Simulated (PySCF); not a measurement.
formaldehyde cation (CH2O), SMILES C=O (connectivity only; charge and spin as stated), charge +1, multiplicity 2. Geometry optimised at B3LYP-D3(BJ)/def2-TZVPD. The multiplicity is an assumed one; other spin states were not compared.

These are PySCF 2.14.0 with B3LYP-D3(BJ)/def2-TZVPD values and carry that method's errors.

Harmonic wavenumbers (cm⁻¹): 842, 1068, 1246, 1708, 2756, 2838. Rotational constants (GHz): 267.5, 40.24, 34.98; symmetry number 2.

**Question.** Work out the zero-point energy and the ideal-gas rigid-rotor harmonic-oscillator thermochemistry at 298.15 K and 1 atm.

**Answer.** ZPE = ½ Σ hcν = ½ × 10459 cm⁻¹ = 62.56 kJ/mol. H − E(el) = 72.77 kJ/mol. Entropy in J/(mol K): translation 151.18, rotation 67.03, vibration 1.20, spin 5.76, total 225.16. G − E(el) = 5.63 kJ/mol. Cp = 37.89 J/(mol K).
